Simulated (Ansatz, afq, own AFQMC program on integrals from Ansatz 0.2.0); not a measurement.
**N₂H, doublet in cc-pVDZ, levels against CCSDT(Q)**

```xyz
3

N     0.0000   -0.1292    0.5306
N     0.0000    0.0784   -0.6154
H     0.0000    0.7060    1.1777
```

Connectivity, by distances: NH–N.

Basis cc-pVDZ. Noble-gas cores (and the filled d shells of Ga–Kr and In–Xe) are frozen. AFQMC by an in-house program on the Cholesky factors that Ansatz 0.2.0 writes for its CCSD(T) run. The CISD trial takes its coefficients from CCSD amplitudes. Released means that phaseless walkers are propagated on without the constraint, phases kept. Free AFQMC starts from the CCSD state and is never constrained. Its projection time is finite, and what remains of the start isn't in its error. Error bars are statistical, one sigma.

Determinant: UHF, the one that the program's search chose, which needn't be the lowest solution. The geometry is a point of a scan.

No full CI on the walks' own integrals is used here; CCSDT(Q) serves as the reference and is uncertain by about the last step of the cluster series.

Cautions: unrestricted determinant slightly spin contaminated (⟨S²⟩ 0.84 against 0.75).

```
T1 diagnostic                               : 0.0392
weight of the determinant in the CISD state : 0.864
⟨S²⟩ of the determinant                     : 0.845
size of the correlated space                : 11 electrons in 31 orbitals
```

Reference: CCSDT(Q), correlation energy -8.865 eV. The released energy is read at 2.40 1/Eh (meV from the phaseless value at times in 1/Eh: -23 ± 20 at 0.24, -29 ± 16 at 0.51, -30 ± 19 at 0.99, -33 ± 28 at 1.62, 2 ± 25 at 2.40).

```
         level  E − E(reference) (kcal/mol)  share of correlation (%)
            HF                       204.44                      0.00
           MP2                        23.70                     88.41
          CCSD                         8.04                     96.07
       CCSD(T)                         1.27                     99.38
         CCSDT                         0.77                     99.62
   ph-AFQMC/HF                 -2.36 ± 1.90                    101.15
 ph-AFQMC/CISD                  0.39 ± 0.38                     99.81
released AFQMC                  0.43 ± 0.57                     99.79
    free AFQMC                  0.01 ± 0.56                    100.00
```

Free projections are given only where their last times agree within the noise and don't stop above the reference; a slow remainder of the start can still hide under it. A walk keeps the symmetry of its determinant, which the program's search chose and which needn't be the lowest solution, so a lower state of the same spin and another symmetry isn't excluded. Released energies are given only where the last usable release times agree within the noise; a slower fall can still hide under it.
